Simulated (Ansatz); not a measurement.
# HSCl (triplet): PBE, BLYP, revPBE over a scan of the distance Cl1–H2 along a hydrogen transfer, cc-pVDZ, part 2 of 2

Ansatz 0.2.0, Gaussian basis; cc-pVDZ, all electrons in the functionals.

## 17. BLYP, 1.823 Å

The input, in.yaml:

```yaml
crystal:
  periodic: [false, false, false]
  atoms:
    - {symbol: Cl, position_ang: [0.000000, 0.000000, -1.747667]}
    - {symbol: H, position_ang: [0.000000, 0.000000, 0.075333]}
    - {symbol: S, position_ang: [0.000000, 0.000000, 1.672333]}
basis:
  gaussian: {orbitals: cc-pVDZ}
magnetization: {spin_polarized: true, initial_magnetization: 2}
hamiltonian: {xc: {name: BLYP}}
```

Started as:

```bash
> ansatz run in.yaml --threads 1 --pin off --events-out ev --progress --plain --max-ram 2393MiB
```

What it wrote, shortened:

```text
Functional definition: BLYP
  name "BLYP"
  cite "Becke, Phys. Rev. A 38, 3098 (1988) doi:10.1103/PhysRevA.38.3098"
  cite "Lee, Yang & Parr, Phys. Rev. B 37, 785 (1988) doi:10.1103/PhysRevB.37.785"
[...]
432 factors; integrals over basis functions are off by at most 1.9e-3 eV
[...]
mean field -23371.77752456 eV, -858.8969820679 hartree, gradient 3.6e-6 eV, S^2 2.002761; 11 other end points of the search recorded, 0 dependent functions left out
reference -23371.77778104 eV, -858.8969914933 hartree; 18, 16 occupied and 23, 25 virtual orbitals, 432 factors
Total energy: -23371.77778104 eV, -858.8969914933 hartree
```

Wall time 4.2 s (1 thread of Intel Xeon Platinum 8375C at 2.90GHz, shared host).

From the report: ⟨S²⟩ of the determinant 2.003 (pure triplet: 2.00).

From 1.279 Å: +0.277 eV.

## 18. BLYP, 1.931 Å

The input, in.yaml:

```yaml
crystal:
  periodic: [false, false, false]
  atoms:
    - {symbol: Cl, position_ang: [0.000000, 0.000000, -1.783667]}
    - {symbol: H, position_ang: [0.000000, 0.000000, 0.147333]}
    - {symbol: S, position_ang: [0.000000, 0.000000, 1.636333]}
basis:
  gaussian: {orbitals: cc-pVDZ}
magnetization: {spin_polarized: true, initial_magnetization: 2}
hamiltonian: {xc: {name: BLYP}}
```

The command is unchanged.

What it wrote, shortened:

```text
Functional definition: BLYP
  name "BLYP"
  cite "Becke, Phys. Rev. A 38, 3098 (1988) doi:10.1103/PhysRevA.38.3098"
  cite "Lee, Yang & Parr, Phys. Rev. B 37, 785 (1988) doi:10.1103/PhysRevB.37.785"
[...]
432 factors; integrals over basis functions are off by at most 1.9e-3 eV
[...]
mean field -23371.81584532 eV, -858.8983903296 hartree, gradient 4.9e-6 eV, S^2 2.002464; 12 other end points of the search recorded, 0 dependent functions left out
reference -23371.81610172 eV, -858.8983997521 hartree; 18, 16 occupied and 23, 25 virtual orbitals, 432 factors
Total energy: -23371.81610172 eV, -858.8983997521 hartree
```

Run time: 4.3 s. Hardware: 1 thread of Intel Xeon Platinum 8375C at 2.90GHz, shared host.

From the report: ⟨S²⟩ of the determinant 2.002 (pure triplet: 2.00).

From 1.279 Å: +0.238 eV.

## 19. BLYP, 2.040 Å

The input, in.yaml:

```yaml
crystal:
  periodic: [false, false, false]
  atoms:
    - {symbol: Cl, position_ang: [0.000000, 0.000000, -1.820000]}
    - {symbol: H, position_ang: [0.000000, 0.000000, 0.220000]}
    - {symbol: S, position_ang: [0.000000, 0.000000, 1.600000]}
basis:
  gaussian: {orbitals: cc-pVDZ}
magnetization: {spin_polarized: true, initial_magnetization: 2}
hamiltonian: {xc: {name: BLYP}}
```

Launched as before.

What it wrote, shortened:

```text
Functional definition: BLYP
  name "BLYP"
  cite "Becke, Phys. Rev. A 38, 3098 (1988) doi:10.1103/PhysRevA.38.3098"
  cite "Lee, Yang & Parr, Phys. Rev. B 37, 785 (1988) doi:10.1103/PhysRevB.37.785"
[...]
432 factors; integrals over basis functions are off by at most 1.6e-3 eV
[...]
mean field -23371.79568802 eV, -858.8976495627 hartree, gradient 6.5e-6 eV, S^2 2.002251; 12 other end points of the search recorded, 0 dependent functions left out
reference -23371.79594415 eV, -858.8976589752 hartree; 18, 16 occupied and 23, 25 virtual orbitals, 432 factors
Total energy: -23371.79594415 eV, -858.8976589752 hartree
```

Wall time 4.7 s (1 thread of Intel Xeon Platinum 8375C at 2.90GHz, shared host).

From the report: ⟨S²⟩ of the determinant 2.002 (pure triplet: 2.00).

From 1.279 Å: +0.259 eV.

## 20. revPBE, 1.189 Å

The input, in.yaml:

```yaml
crystal:
  periodic: [false, false, false]
  atoms:
    - {symbol: Cl, position_ang: [0.000000, 0.000000, -1.536333]}
    - {symbol: H, position_ang: [0.000000, 0.000000, -0.347333]}
    - {symbol: S, position_ang: [0.000000, 0.000000, 1.883667]}
basis:
  gaussian: {orbitals: cc-pVDZ}
magnetization: {spin_polarized: true, initial_magnetization: 2}
hamiltonian: {xc: {name: revPBE}}
```

Same command.

What it wrote:

```text
Functional definition: revPBE
  name "revPBE"
  cite "Zhang & Yang, Phys. Rev. Lett. 80, 890 (1998) doi:10.1103/PhysRevLett.80.890"
  cite "Perdew, Burke & Ernzerhof, Phys. Rev. Lett. 77, 3865 (1996) doi:10.1103/PhysRevLett.77.3865"
  parameter kappa = 1.245
  parameter beta = 0.06672455060314922
  exchange = pbe_x(kappa = kappa, mu = beta*pi^2/3)
  correlation = pbe_c(beta = beta)
432 factors; integrals over basis functions are off by at most 9.7e-4 eV
mean field evaluation 1: about -23367.3007 eV, gradient 8.4e0 eV
mean field evaluation 2: about -23347.9663 eV, gradient 4.5e1 eV
mean field evaluation 4: about -23367.7283 eV, gradient 8.3e-1 eV
mean field evaluation 8: about -23367.7325 eV, gradient 8.2e-3 eV
mean field evaluation 16: about -23367.7325 eV, gradient 1.1e-5 eV
mean field evaluation 32: about -23367.5943 eV, gradient 4.0e-1 eV
mean field -23367.73245475 eV, -858.7483284940 hartree, gradient 2.6e-6 eV, S^2 2.003186; 4 other end points of the search recorded, 0 dependent functions left out
reference -23367.73248601 eV, -858.7483296430 hartree; 18, 16 occupied and 23, 25 virtual orbitals, 432 factors
Total energy: -23367.73248601 eV, -858.7483296430 hartree
```

It took 2 s on 1 thread of Intel Xeon Platinum 8375C at 2.90GHz, shared host.

From the report: ⟨S²⟩ of the determinant 2.003 (pure triplet: 2.00).

## 21. revPBE, 1.279 Å

The input, in.yaml:

```yaml
crystal:
  periodic: [false, false, false]
  atoms:
    - {symbol: Cl, position_ang: [0.000000, 0.000000, -1.566267]}
    - {symbol: H, position_ang: [0.000000, 0.000000, -0.287467]}
    - {symbol: S, position_ang: [0.000000, 0.000000, 1.853733]}
basis:
  gaussian: {orbitals: cc-pVDZ}
magnetization: {spin_polarized: true, initial_magnetization: 2}
hamiltonian: {xc: {name: revPBE}}
```

Same command.

What it wrote:

```text
Functional definition: revPBE
  name "revPBE"
  cite "Zhang & Yang, Phys. Rev. Lett. 80, 890 (1998) doi:10.1103/PhysRevLett.80.890"
  cite "Perdew, Burke & Ernzerhof, Phys. Rev. Lett. 77, 3865 (1996) doi:10.1103/PhysRevLett.77.3865"
  parameter kappa = 1.245
  parameter beta = 0.06672455060314922
  exchange = pbe_x(kappa = kappa, mu = beta*pi^2/3)
  correlation = pbe_c(beta = beta)
432 factors; integrals over basis functions are off by at most 1.2e-3 eV
mean field evaluation 1: about -23367.5737 eV, gradient 8.3e0 eV
mean field evaluation 2: about -23336.2310 eV, gradient 4.7e1 eV
mean field evaluation 4: about -23367.9395 eV, gradient 3.0e0 eV
mean field evaluation 8: about -23368.0126 eV, gradient 4.4e-2 eV
mean field evaluation 16: about -23368.0126 eV, gradient 2.7e-5 eV
mean field evaluation 32: about -23364.4038 eV, gradient 8.7e0 eV
mean field -23368.01260136 eV, -858.7586236921 hartree, gradient 2.0e-6 eV, S^2 2.003358; 5 other end points of the search recorded, 0 dependent functions left out
reference -23368.01263256 eV, -858.7586248388 hartree; 18, 16 occupied and 23, 25 virtual orbitals, 432 factors
Total energy: -23368.01263256 eV, -858.7586248388 hartree
```

Run time: 2.1 s. Hardware: 1 thread of Intel Xeon Platinum 8375C at 2.90GHz, shared host.

From the report: ⟨S²⟩ of the determinant 2.003 (pure triplet: 2.00).

## 22. revPBE, 1.388 Å

The input, in.yaml:

```yaml
crystal:
  periodic: [false, false, false]
  atoms:
    - {symbol: Cl, position_ang: [0.000000, 0.000000, -1.602667]}
    - {symbol: H, position_ang: [0.000000, 0.000000, -0.214667]}
    - {symbol: S, position_ang: [0.000000, 0.000000, 1.817333]}
basis:
  gaussian: {orbitals: cc-pVDZ}
magnetization: {spin_polarized: true, initial_magnetization: 2}
hamiltonian: {xc: {name: revPBE}}
```

Same command.

What it wrote, shortened:

```text
Functional definition: revPBE
  name "revPBE"
  cite "Zhang & Yang, Phys. Rev. Lett. 80, 890 (1998) doi:10.1103/PhysRevLett.80.890"
  cite "Perdew, Burke & Ernzerhof, Phys. Rev. Lett. 77, 3865 (1996) doi:10.1103/PhysRevLett.77.3865"
[...]
432 factors; integrals over basis functions are off by at most 1.4e-3 eV
[...]
mean field -23368.03099235 eV, -858.7592995484 hartree, gradient 7.6e-6 eV, S^2 2.003617; 8 other end points of the search recorded, 0 dependent functions left out
reference -23368.03102343 eV, -858.7593006909 hartree; 18, 16 occupied and 23, 25 virtual orbitals, 432 factors
Total energy: -23368.03102343 eV, -858.7593006909 hartree
```

It took 3.2 s on 1 thread of Intel Xeon Platinum 8375C at 2.90GHz, shared host.

From the report: ⟨S²⟩ of the determinant 2.004 (pure triplet: 2.00).

From 1.279 Å: -0.018 eV.

## 23. revPBE, 1.496 Å

The input, in.yaml:

```yaml
crystal:
  periodic: [false, false, false]
  atoms:
    - {symbol: Cl, position_ang: [0.000000, 0.000000, -1.638667]}
    - {symbol: H, position_ang: [0.000000, 0.000000, -0.142667]}
    - {symbol: S, position_ang: [0.000000, 0.000000, 1.781333]}
basis:
  gaussian: {orbitals: cc-pVDZ}
magnetization: {spin_polarized: true, initial_magnetization: 2}
hamiltonian: {xc: {name: revPBE}}
```

Launched as before.

What it wrote, shortened:

```text
Functional definition: revPBE
  name "revPBE"
  cite "Zhang & Yang, Phys. Rev. Lett. 80, 890 (1998) doi:10.1103/PhysRevLett.80.890"
  cite "Perdew, Burke & Ernzerhof, Phys. Rev. Lett. 77, 3865 (1996) doi:10.1103/PhysRevLett.77.3865"
[...]
432 factors; integrals over basis functions are off by at most 1.6e-3 eV
[...]
mean field -23367.89595294 eV, -858.7543369419 hartree, gradient 5.5e-6 eV, S^2 2.003845; 11 other end points of the search recorded, 0 dependent functions left out
reference -23367.89598388 eV, -858.7543380789 hartree; 18, 16 occupied and 23, 25 virtual orbitals, 432 factors
Total energy: -23367.89598388 eV, -858.7543380789 hartree
```

Wall time 3.9 s (1 thread of Intel Xeon Platinum 8375C at 2.90GHz, shared host).

From the report: ⟨S²⟩ of the determinant 2.004 (pure triplet: 2.00).

From 1.279 Å: +0.117 eV.

## 24. revPBE, 1.605 Å

The input, in.yaml:

```yaml
crystal:
  periodic: [false, false, false]
  atoms:
    - {symbol: Cl, position_ang: [0.000000, 0.000000, -1.675000]}
    - {symbol: H, position_ang: [0.000000, 0.000000, -0.070000]}
    - {symbol: S, position_ang: [0.000000, 0.000000, 1.745000]}
basis:
  gaussian: {orbitals: cc-pVDZ}
magnetization: {spin_polarized: true, initial_magnetization: 2}
hamiltonian: {xc: {name: revPBE}}
```

The command is unchanged.

What it wrote, shortened:

```text
Functional definition: revPBE
  name "revPBE"
  cite "Zhang & Yang, Phys. Rev. Lett. 80, 890 (1998) doi:10.1103/PhysRevLett.80.890"
  cite "Perdew, Burke & Ernzerhof, Phys. Rev. Lett. 77, 3865 (1996) doi:10.1103/PhysRevLett.77.3865"
[...]
436 factors; integrals over basis functions are off by at most 1.4e-3 eV
[...]
mean field -23367.74155529 eV, -858.7486629328 hartree, gradient 2.3e-6 eV, S^2 2.003889; 9 other end points of the search recorded, 0 dependent functions left out
reference -23367.74158606 eV, -858.7486640635 hartree; 18, 16 occupied and 23, 25 virtual orbitals, 436 factors
Total energy: -23367.74158606 eV, -858.7486640635 hartree
```

Wall time 4.3 s (1 thread of Intel Xeon Platinum 8375C at 2.90GHz, shared host).

From the report: ⟨S²⟩ of the determinant 2.004 (pure triplet: 2.00).

From 1.279 Å: +0.271 eV.

## 25. revPBE, 1.714 Å

The input, in.yaml:

```yaml
crystal:
  periodic: [false, false, false]
  atoms:
    - {symbol: Cl, position_ang: [0.000000, 0.000000, -1.711333]}
    - {symbol: H, position_ang: [0.000000, 0.000000, 0.002667]}
    - {symbol: S, position_ang: [0.000000, 0.000000, 1.708667]}
basis:
  gaussian: {orbitals: cc-pVDZ}
magnetization: {spin_polarized: true, initial_magnetization: 2}
hamiltonian: {xc: {name: revPBE}}
```

Launched as before.

What it wrote, shortened:

```text
Functional definition: revPBE
  name "revPBE"
  cite "Zhang & Yang, Phys. Rev. Lett. 80, 890 (1998) doi:10.1103/PhysRevLett.80.890"
  cite "Perdew, Burke & Ernzerhof, Phys. Rev. Lett. 77, 3865 (1996) doi:10.1103/PhysRevLett.77.3865"
[...]
436 factors; integrals over basis functions are off by at most 1.4e-3 eV
[...]
mean field -23367.64681872 eV, -858.7451814281 hartree, gradient 5.8e-6 eV, S^2 2.003624; 9 other end points of the search recorded, 0 dependent functions left out
reference -23367.64684932 eV, -858.7451825525 hartree; 18, 16 occupied and 23, 25 virtual orbitals, 436 factors
Total energy: -23367.64684932 eV, -858.7451825525 hartree
```

It took 4.7 s on 1 thread of Intel Xeon Platinum 8375C at 2.90GHz, shared host.

From the report: ⟨S²⟩ of the determinant 2.004 (pure triplet: 2.00).

From 1.279 Å: +0.366 eV.

## 26. revPBE, 1.823 Å

The input, in.yaml:

```yaml
crystal:
  periodic: [false, false, false]
  atoms:
    - {symbol: Cl, position_ang: [0.000000, 0.000000, -1.747667]}
    - {symbol: H, position_ang: [0.000000, 0.000000, 0.075333]}
    - {symbol: S, position_ang: [0.000000, 0.000000, 1.672333]}
basis:
  gaussian: {orbitals: cc-pVDZ}
magnetization: {spin_polarized: true, initial_magnetization: 2}
hamiltonian: {xc: {name: revPBE}}
```

Launched as before.

What it wrote, shortened:

```text
Functional definition: revPBE
  name "revPBE"
  cite "Zhang & Yang, Phys. Rev. Lett. 80, 890 (1998) doi:10.1103/PhysRevLett.80.890"
  cite "Perdew, Burke & Ernzerhof, Phys. Rev. Lett. 77, 3865 (1996) doi:10.1103/PhysRevLett.77.3865"
[...]
432 factors; integrals over basis functions are off by at most 1.9e-3 eV
[...]
mean field -23367.63190426 eV, -858.7446333319 hartree, gradient 7.7e-7 eV, S^2 2.003154; 8 other end points of the search recorded, 0 dependent functions left out
reference -23367.63193472 eV, -858.7446344513 hartree; 18, 16 occupied and 23, 25 virtual orbitals, 432 factors
Total energy: -23367.63193472 eV, -858.7446344513 hartree
```

Run time: 5.5 s. Hardware: 1 thread of Intel Xeon Platinum 8375C at 2.90GHz, shared host.

From the report: ⟨S²⟩ of the determinant 2.003 (pure triplet: 2.00).

From 1.279 Å: +0.381 eV.

## 27. revPBE, 1.931 Å

The input, in.yaml:

```yaml
crystal:
  periodic: [false, false, false]
  atoms:
    - {symbol: Cl, position_ang: [0.000000, 0.000000, -1.783667]}
    - {symbol: H, position_ang: [0.000000, 0.000000, 0.147333]}
    - {symbol: S, position_ang: [0.000000, 0.000000, 1.636333]}
basis:
  gaussian: {orbitals: cc-pVDZ}
magnetization: {spin_polarized: true, initial_magnetization: 2}
hamiltonian: {xc: {name: revPBE}}
```

Same command.

What it wrote, shortened:

```text
Functional definition: revPBE
  name "revPBE"
  cite "Zhang & Yang, Phys. Rev. Lett. 80, 890 (1998) doi:10.1103/PhysRevLett.80.890"
  cite "Perdew, Burke & Ernzerhof, Phys. Rev. Lett. 77, 3865 (1996) doi:10.1103/PhysRevLett.77.3865"
[...]
432 factors; integrals over basis functions are off by at most 1.9e-3 eV
[...]
mean field -23367.65774071 eV, -858.7455828037 hartree, gradient 8.7e-6 eV, S^2 2.002718; 9 other end points of the search recorded, 0 dependent functions left out
reference -23367.65777105 eV, -858.7455839188 hartree; 18, 16 occupied and 23, 25 virtual orbitals, 432 factors
Total energy: -23367.65777105 eV, -858.7455839188 hartree
```

Wall time 6.5 s (1 thread of Intel Xeon Platinum 8375C at 2.90GHz, shared host).

From the report: ⟨S²⟩ of the determinant 2.003 (pure triplet: 2.00).

From 1.279 Å: +0.355 eV.

## 28. revPBE, 2.040 Å

The input, in.yaml:

```yaml
crystal:
  periodic: [false, false, false]
  atoms:
    - {symbol: Cl, position_ang: [0.000000, 0.000000, -1.820000]}
    - {symbol: H, position_ang: [0.000000, 0.000000, 0.220000]}
    - {symbol: S, position_ang: [0.000000, 0.000000, 1.600000]}
basis:
  gaussian: {orbitals: cc-pVDZ}
magnetization: {spin_polarized: true, initial_magnetization: 2}
hamiltonian: {xc: {name: revPBE}}
```

The command is unchanged.

What it wrote, shortened:

```text
Functional definition: revPBE
  name "revPBE"
  cite "Zhang & Yang, Phys. Rev. Lett. 80, 890 (1998) doi:10.1103/PhysRevLett.80.890"
  cite "Perdew, Burke & Ernzerhof, Phys. Rev. Lett. 77, 3865 (1996) doi:10.1103/PhysRevLett.77.3865"
[...]
432 factors; integrals over basis functions are off by at most 1.6e-3 eV
[...]
mean field -23367.62942610 eV, -858.7445422611 hartree, gradient 2.9e-6 eV, S^2 2.002422; 11 other end points of the search recorded, 0 dependent functions left out
reference -23367.62945632 eV, -858.7445433716 hartree; 18, 16 occupied and 23, 25 virtual orbitals, 432 factors
Total energy: -23367.62945632 eV, -858.7445433716 hartree
```

Run time: 6 s. Hardware: 1 thread of Intel Xeon Platinum 8375C at 2.90GHz, shared host.

From the report: ⟨S²⟩ of the determinant 2.002 (pure triplet: 2.00).

From 1.279 Å: +0.383 eV.

## 29. Against the wave-function levels

The yardstick is UCCSDT(Q), where the cluster series has nearly closed. It and the other wave-function rows come from earlier runs at the same points. Energies in eV, counted from 1.279 Å; blanks weren't run or aren't comparable.

```csv
level,1.189 Å,1.279 Å,1.388 Å,1.496 Å,1.605 Å,1.714 Å,1.823 Å,1.931 Å,2.040 Å
UCCSDT(Q),0.208,0.000,0.099,0.386,0.743,1.093,1.204,1.075,0.970
PBE,0.288,0.000,-0.028,0.097,0.242,0.331,0.346,0.324,0.359
BLYP,0.289,0.000,-0.035,0.079,0.208,0.280,0.277,0.238,0.259
revPBE,0.280,0.000,-0.018,0.117,0.271,0.366,0.381,0.355,0.383
RHF,0.158,0.000,0.164,0.516,0.930,1.323,1.657,1.301,1.036
UHF,0.160,0.000,0.159,0.505,0.910,1.291,1.383,1.139,0.918
RMP2,0.202,0.000,0.106,0.400,0.765,1.133,1.416,1.231,1.078
UMP2,0.202,0.000,0.105,0.399,0.764,1.132,1.416,1.227,1.083
RCCSD,0.201,0.000,0.110,0.411,0.784,1.156,1.263,1.106,0.979
RCCSD(T),0.207,0.000,0.101,0.391,0.752,1.113,1.218,1.083,0.973
UCCSD(T),0.207,0.000,0.101,0.391,0.752,1.113,1.219,1.084,0.974
RCCSDT(Q),0.208,0.000,0.099,0.386,0.743,1.095,1.204,1.075,0.970
CASSCF valence,0.201,0.000,0.110,0.417,0.798,1.175,1.505,1.045,0.910
NEVPT2 valence,0.203,0.000,0.090,0.363,0.701,1.034,1.333,1.135,1.044
MRCISD+Q valence,0.205,0.000,0.103,0.393,0.751,1.102,1.407,1.087,0.975
NEVPT2 pair,,0.000,0.091,0.378,0.740,,1.202,1.110,1.029
```

Largest miss and mean time a point (UCCSDT(Q) took 20 s a point; shared hosts):

```csv
level,largest miss (eV),where,time a point
PBE,-0.859,1.823 Å,4 s
BLYP,-0.927,1.823 Å,3.6 s
revPBE,-0.823,1.823 Å,4.2 s
RHF,+0.453,1.823 Å,
UHF,+0.198,1.714 Å,
RMP2,+0.211,1.823 Å,
UMP2,+0.212,1.823 Å,
RCCSD,+0.063,1.714 Å,
RCCSD(T),+0.019,1.714 Å,8.1 s
UCCSD(T),+0.019,1.714 Å,7.9 s
RCCSDT(Q),+0.002,1.714 Å,23 s
CASSCF valence,+0.301,1.823 Å,
NEVPT2 valence,+0.128,1.823 Å,3.4 s
MRCISD+Q valence,+0.203,1.823 Å,5.3 s
NEVPT2 pair,+0.059,2.040 Å,5.9 s
```

## 30. Outcome

The summary covers parts 1 to 2.

```
                   quantity                value
span of the UCCSDT(Q) curve             1.204 eV
          largest miss, PBE  -0.859 eV (1.823 Å)
         largest miss, BLYP  -0.927 eV (1.823 Å)
       largest miss, revPBE  -0.823 eV (1.823 Å)
     largest miss, RCCSD(T)  +0.019 eV (1.714 Å)
     largest miss, UCCSD(T)  +0.019 eV (1.714 Å)
```

What this shows: Of the functionals, revPBE keep the smallest largest miss at the points compared (at most 0.823 eV) and BLYP strays most (0.927 eV, at 1.823 Å). Functionals and the yardstick converge differently with the basis, so part of each miss in cc-pVDZ is the basis.
